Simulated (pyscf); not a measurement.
# Hydrogen abstraction: HO–Si(Cl)(Cl)–Cl + H atom (H•) -> •O–Si(Cl)(Cl)–Cl + hydrogen (H₂)

Gas phase, doublet surface, charge 0. Bonds broken: O1–H6. Bonds formed: H6–H7. Single points on ωB97X-D3(BJ)/def2-SVP structures (PySCF, gas phase).

Transition state (Å):

```xyz
7

O     -0.5415    -0.1210     1.1973
Si     0.0567     0.0497    -0.3497
Cl     1.5562     1.3969    -0.1226
Cl    -1.3465     0.7569    -1.6373
Cl     0.7786    -1.7005    -1.0867
H     -1.6326    -1.0751     1.1449
H     -2.1462    -1.6048     0.7915
```

One imaginary mode, 778i cm⁻¹; descent along it reached the two sides named.

```csv
bond,change,reactant side (Å),saddle,product side
O1–H6,breaks,0.964,1.450,2.438
H6–H7,forms,2.6,0.818,0.761
```

Electronic energies relative to the separated reactants (kJ/mol):

```tsv
level	barrier	reaction energy	reverse barrier
ωB97X-D3(BJ)/def2-TZVP	86.1	+76.7	9.4
PBE/def2-TZVP	63.6	+73.0	-9.4
r²SCAN/def2-TZVP	62.5	+64.1	-1.6
B3LYP-D3(BJ)/def2-TZVP	61.0	+59.5	1.5
PBE0-D3(BJ)/def2-TZVP	81.5	+81.4	0.1
M06-2X/def2-TZVP	100.3	+83.7	16.6
ωB97M-D3(BJ)/def2-TZVP	88.8	+78.4	10.5
HF/def2-TZVP	111.2	+41.8	69.3
```

With ωB97M-D3(BJ)/def2-TZVP energies and thermal terms (ideal gas, 1 atm, RRHO with modes under 100 cm⁻¹ raised to 100, one conformer, R ln 2 for rigid chiral ones), in kJ/mol:

| T (K) | ΔH‡ | ΔG‡ | ΔH | ΔG |
|---|---|---|---|---|
| 298 | 81.3 | 109.7 | +75.5 | +71.0 |
| 600 | 79.8 | 139.1 | +74.4 | +66.8 |
| 900 | 78.7 | 169.0 | +72.4 | +63.3 |
| 1200 | 78.0 | 199.2 | +70.1 | +60.7 |

At PBE, r²SCAN this geometry lies under the product side: in single points on another level's saddle the reverse barrier vanishes, and the forward threshold there is about the reaction energy. This is the saddle that the search found; another between the same sides may lie lower. The angle at the transferred H is 156°.
